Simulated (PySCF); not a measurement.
Compound: C4H5NO.
SMILES with atom numbers: `[N:1]#[C:2][CH2:3][C@@H:4]1[CH2:5][O:6]1` (hydrogens: H7, H8 on C3; H9 on C4; H10, H11 on C5)

Geometry (GFN2-xTB, Å), atoms numbered from 1 in this order:
```xyz
11
C4H5NO angstrom
N     -1.886    2.114    0.570
C     -1.514    1.107    0.179
C     -1.030   -0.161   -0.307
C      0.265   -0.541    0.391
C      1.553   -0.046   -0.101
O      1.144   -1.370   -0.304
H     -0.859   -0.090   -1.385
H     -1.791   -0.926   -0.126
H      0.167   -0.756    1.453
H      2.375    0.092    0.591
H      1.581    0.580   -0.986
```

Method: PySCF, TDDFT CAM-B3LYP/def2-SVPD, vertical, gas phase, core orbitals frozen in the response.

Frontier orbitals with the atoms that hold most of them (Löwdin shares over 4%, at most four atoms; ? is withheld):

```
orbital  ε (eV)                           atoms
 LUMO+2    1.76  C5 19%, H10 19%, O6 16%, H9 9%
 LUMO+1    1.70  O6 16%, C2 13%, N1 12%, H8 11%
   LUMO       ?                               ?
   HOMO  -10.06     O6 63%, C5 8%, C4 8%, C3 4%
 HOMO-1  -10.79                               ?
 HOMO-2  -11.28    N1 40%, C2 31%, C3 8%, C4 5%
 HOMO-3  -11.34    N1 42%, C2 33%, O6 6%, C3 6%
```

(1) Give the leading atoms of the LUMO.

(2) Give the leading atoms of the HOMO-1.

(3) What is the LUMO energy, and the HOMO–LUMO gap?

Results:

(1) C2 (bonded to C and N) 21%; C3 (bonded to 2 C and 2 H) 18%; C5 (bonded to C, O and 2 H) 11%; H8 (bonded to C) 10%. By element: carbon 50% or more, hydrogen 10% or more.

(2) C5 (bonded to C, O and 2 H) 24%; O6 (bonded to 2 C) 24%; C4 (bonded to 2 C, O and H) 22%; C3 (bonded to 2 C and 2 H) 7%. By element: carbon 53% or more, oxygen 24%.

(3) ε(LUMO) = 1.06 eV; the gap is 11.12 eV (0.4085 hartree).

**Question.** The HOMO–LUMO gap is 11.12 eV. Where does the response calculation put the lowest singlet, and from which orbitals?

**Answer.** S1 is at 7.82 eV (f = 0.0006), 3.29 eV below the gap, made of HOMO-2→LUMO+3 (17%), HOMO-3→LUMO+1 (14%), HOMO-3→LUMO+3 (12%). 

Next come S2 at 8.06 eV (f 0.012), HOMO→LUMO (56%), HOMO-2→LUMO+5 (12%); S3 at 8.19 eV (f 0.0042), HOMO-3→LUMO+5 (21%), HOMO→LUMO+1 (15%), HOMO-2→LUMO+3 (13%); S4 at 8.24 eV (f 0.0028), HOMO→LUMO+4 (16%), HOMO-2→LUMO+5 (16%), HOMO→LUMO (9%); S5 at 8.47 eV (f 0.018), HOMO→LUMO+4 (54%), HOMO→LUMO (17%).

Löwdin shares depend on the basis, the more so with diffuse functions.

One conformer stands for the species.
